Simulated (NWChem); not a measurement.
**Correlation energy of CHO**

SMILES: O=[CH]
```xyz
3

C      0.4923    -0.3167     0.0000
O     -0.5553     0.2092     0.0000
H      1.4891     0.2260     0.0000
```
Charge 0, spin multiplicity 2.

All runs are NWChem calculations. All single points use one geometry, from UPBE0/def2-SVP, a minimum by its harmonic frequencies.

Basis set: def2-TZVP. Each correlation energy counts from its own Hartree-Fock reference.

The correlated methods keep 2 core orbitals frozen. The structure started from a generated list of species. The unpaired electrons of the parent sit in orbitals of symmetry a' (Cs labels of the run); other states weren't searched. The stability of the SCF solutions was not checked. Open-shell Hartree-Fock references start from PBE0 orbitals. Coupled-cluster values serve here as a point of comparison, not as the truth.

| method | correlation energy (mHa) |
|---|---|
| UMP2 | -363.2 |
| SCS-UMP2 | (withheld) |
| CCSD on ROHF | (withheld) |
| CCSD[T] on ROHF | (withheld) |
| CCSD(T) on ROHF | -393.5 |
| CCSD on UHF | -370.9 |
| CCSD[T] on UHF | -389.1 |
| CCSD(T) on UHF | -387.5 |

Task: Complete the blanks.

Result: 
- SCS-UMP2, correlation energy (mHa): -355.6
- CCSD on ROHF, correlation energy (mHa): -376.2
- CCSD[T] on ROHF, correlation energy (mHa): -395.3
